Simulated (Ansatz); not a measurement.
HB–Ga–Cl, triplet in cc-pVDZ: errors against UCCSDT(Q)

Geometry: a point of a stretch scan, not a stationary point.

```xyz
4

B     0.0000   -0.2540    1.2996
Ga    0.0000    0.1870   -0.5574
Cl    0.0000   -0.0456   -3.1670
H     0.0000    0.1126    2.4248
```

Basis cc-pVDZ; Ansatz 0.2.0. Only valence electrons are correlated (noble-gas cores and the filled d shells of p-block atoms frozen), which leaves 14 electrons in 44 orbitals. R marks a restricted (for open shells ROHF) determinant, U an unrestricted one. Active spaces: pair = (4e, 4o) about the gap. No spin–orbit coupling is included, and no scalar relativity.

Full CI isn't at hand for all of this; UCCSDT(Q) serves as the reference, and is uncertain by about the last step of the cluster series. The frozen core follows each run's orbitals, which can shift R against U totals by a few meV for light atoms and by up to 0.1 eV past Ca.

The UHF ⟨S²⟩ is 2.033. The T1 diagnostic (RCCSD) is 0.0226. The largest doubles amplitude (RCCSD) is 0.060 and the T1 diagnostic (UCCSD) is 0.0271.

| level | E − E(UCCSDT(Q)) (kJ/mol) | share of correlation (%) | wall time |
| --- | --- | --- | --- |
| UHF | 754.6 | 2.12 | – |
| UMP2 | 125.2 | 83.76 | – |
| UCCSD | 30.5 | 96.04 | – |
| UCCSD(T) | 7.0 | 99.09 | 19 s |
| UCCSDT | 2.5 | 99.68 | – |

The correlation energy at UCCSDT(Q), counted from RHF, is -7.990 eV. That run took 100 s on 1 thread of AMD EPYC 7R43, shared host.

Run but not shown, since their state or frozen core can't be matched to the reference's or they repeat it: RHF, RMP2, RCCSD, RCCSD(T), BCCD(T), RCCSDT, RCCSDT(Q), CASSCF (pair space), NEVPT2 (pair space), MRCISD (pair space), MRCISD+Q (pair space).

Times hold each run's SCF and search for its determinant on a shared host, so for small cases they say little of a method's own cost; they ran on 1 thread of AMD EPYC 7R43.
